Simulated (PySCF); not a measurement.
**Static response to an electric field**

Nitrosyl fluoride, FNO.
Structure used (PBE0-D3(BJ)/def2-SVP), in Å, numbered top down from 1:
```xyz
3
FNO angstrom
O     -0.3978    0.8989   -0.2890
N      0.4547    0.1757   -0.0853
F     -0.0553   -1.1085    0.3556
```

Level: wB97X-D/def2-SVPD (PySCF), static field, nuclei fixed, core orbitals frozen in the response. The polarisability tensor in these axes (au):

```
x   13.86 -1.06  0.26
y   -1.06 21.83 -3.34
z    0.26 -3.34 12.61
```

Diagonalise the tensor; give its mean and Δα, where Δα² is half the sum of the squared differences of the eigenvalues.

Principal values 11.52, 13.73 and 23.04 au; mean 16.10 au = 2.39 Å³ = 2.65 × 10⁻⁴⁰ C²·m²/J; Δα = 10.59 au (66 % of the mean).

What is the dipole moment, and where does it point?

(0.20, 1.08, -0.36) D, 1.15 D in size, pointing from the negative to the positive side. Measured along this direction, the outermost atoms are F3 at the negative end and O1 at the positive end.

Give the eigenvalues of the traceless quadrupole moment Θ = ½Σq(3rr − r²1), origin at the centre of nuclear charge.

-1.51, -0.30, 1.81 D·Å. The values depend on the origin, since the dipole doesn't vanish. The electronic extent ⟨r²⟩ about the same centre is 114 bohr², a root-mean-square distance of 1.16 Å for the 24 electrons.

In TDDFT the mean static polarisability is Σ f/ω² over all singlet excitations (ω in hartree). How much of it do the 6 lowest give? Their energies (eV) and oscillator strengths: 4.02, 0.0020; 6.25, 0.0003; 7.10, 0.0053; 9.49, 0.0785; 9.71, 0.0011; 9.91, 0.0012.

They add up to 0.84 au, 5.2 % of the 16.10 au; the largest single term is 0.65 au, from the state at 9.49 eV. Terms in order: 0.09, 0.01, 0.08, 0.65, 0.01, 0.01 au. Higher excitations give the rest. The strengths listed sum to 0.088.

Molar refractivity from α?

Lorentz–Lorenz: R = (4π/3)N_A α = 2.5225 cm³/(mol·Å³) × 2.39 Å³ = 6.0 cm³/mol, in the limit of long wavelengths.

Rayleigh depolarisation ratio (linearly polarised light, static tensor)?

ρ = 3Δα²/(45ᾱ² + 4Δα²) = 336.3/(11661 + 448.4) = 0.0278.

Find the Langevin capture rate constant for NH4+ (18.034 u) meeting this molecule (48.996 u), k = 2.342 × 10⁻⁹ cm³/s × √(α in Å³ / reduced mass in u).

The reduced mass is 13.18 u, so k = 1.00 × 10⁻⁹ cm³/s. The formula leaves out the permanent dipole, which adds to the capture rate.

Isolated species at its PBE0-D3(BJ)/def2-SVP geometry, gas phase.
